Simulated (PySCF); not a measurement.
**Level sweep**

Compound: ethenylcyclopropane, C5H8.
SMILES with atom numbers: `[CH2:1]=[CH:2][CH:3]1[CH2:4][CH2:5]1` (hydrogens: H6, H7 on C1; H8 on C2; H9 on C3; H10, H11 on C4; H12, H13 on C5)

PySCF, dipoles from the SCF density, polarisabilities from static response with core orbitals frozen. One conformer (not necessarily the lowest) at the PBE0-D3(BJ)/def2-SVP geometry, without solvent, vibrations or thermal averaging.

The anisotropy is √(½[(α1 − α2)² + (α2 − α3)² + (α3 − α1)²]).

```
              level  μ (D)  α (Å³)  anisotropy (Å³)
      LDA/def2-SVPD  0.499    9.18             3.12
      PBE/def2-SVPD  0.483    9.07             3.12
    B3LYP/def2-SVPD  0.451    8.89             2.98
     PBE0/def2-SVPD  0.447    8.80             2.95
BHandHLYP/def2-SVPD  0.422    8.66             2.86
       HF/def2-SVPD  0.410    8.50             2.79
```

The dipole runs from 0.41 D (HF/def2-SVPD) to 0.50 D (LDA/def2-SVPD). In one basis (def2-SVPD) the functionals order the polarisability from HF (lowest) to LDA (highest), a spread of 8%.
